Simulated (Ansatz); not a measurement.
The input, for Ansatz 0.2.0:

```yaml
crystal:
  periodic: [false, false, false]
  atoms:
    - {symbol: Cu, position_ang: [-0.757607, 0.009014, 0.010121]}
    - {symbol: Si, position_ang: [1.496860, -0.020316, -0.016426]}
    - {symbol: H, position_ang: [2.092825, -1.349021, -0.058005]}
    - {symbol: H, position_ang: [2.010355, 0.669444, 1.163785]}
    - {symbol: H, position_ang: [1.951551, 0.677354, -1.286169]}
basis:
  gaussian: {orbitals: def2-SVP}
magnetization: {spin_polarized: false}
correlation: {method: bccd, electrons: outside_noble_gas}
```

```sh
$ ansatz run in.yaml --threads 1 --pin off --events-out ev --progress --plain --max-ram 2393MiB
```

Task: Roughly how long does this take on 1 thread of Arm Neoverse V1, shared host, and how much host memory?

Result: 1.8 s wall and 0.15 GiB.

```
666 factors; integrals over basis functions are off by at most 1.1e-3 eV
mean field evaluation 1: about -52493.9135 eV, gradient 4.8e1 eV
mean field evaluation 2: about -52493.9353 eV, gradient 4.8e1 eV
mean field evaluation 4: about -52497.9370 eV, gradient 2.7e0 eV
mean field evaluation 8: about -52498.0082 eV, gradient 3.4e-1 eV
mean field evaluation 16: about -52498.0098 eV, gradient 2.8e-6 eV
mean field -52498.00983047 eV, -1929.2662768405 hartree, gradient 2.8e-6 eV, S^2 0.000000; 0 other end points of the search recorded, 0 dependent functions left out
14 core orbitals not correlated: weight in the atoms' cores, before any rotation towards them, 1.000 or more for the frozen orbitals, at most 0.000 for the correlated occupied ones
reference -52498.00983047 eV, -1929.2662768405 hartree; 9, 9 occupied and 41, 41 virtual orbitals, 666 factors
second order -11.43006308 eV of doubles, -0.00000000 eV of singles
cycle   1  -10.18501453 eV  change     1.2e0 eV  update   1.4e-1
cycle   2  -10.93270514 eV  change   -7.5e-1 eV  update   9.9e-2
cycle   3  -11.13799560 eV  change   -2.1e-1 eV  update   2.8e-2
cycle   4  -11.10729230 eV  change    3.1e-2 eV  update   1.6e-2
cycle   5  -11.08513857 eV  change    2.2e-2 eV  update   1.1e-2
cycle   6  -11.08451489 eV  change    6.2e-4 eV  update   5.4e-3
cycle   7  -11.07967141 eV  change    4.8e-3 eV  update   2.8e-3
cycle   8  -11.07808074 eV  change    1.6e-3 eV  update   1.1e-3
cycle   9  -11.07925666 eV  change   -1.2e-3 eV  update   6.2e-4
cycle  10  -11.07958131 eV  change   -3.2e-4 eV  update   2.3e-4
cycle  11  -11.07920434 eV  change    3.8e-4 eV  update   1.5e-4
cycle  12  -11.07898323 eV  change    2.2e-4 eV  update   7.6e-5
cycle  13  -11.07916303 eV  change   -1.8e-4 eV  update   2.4e-5
cycle  14  -11.07912800 eV  change    3.5e-5 eV  update   1.3e-5
cycle  15  -11.07911467 eV  change    1.3e-5 eV  update   5.4e-6
Total energy: -52509.08894513 eV, -1929.6734267949 hartree
```
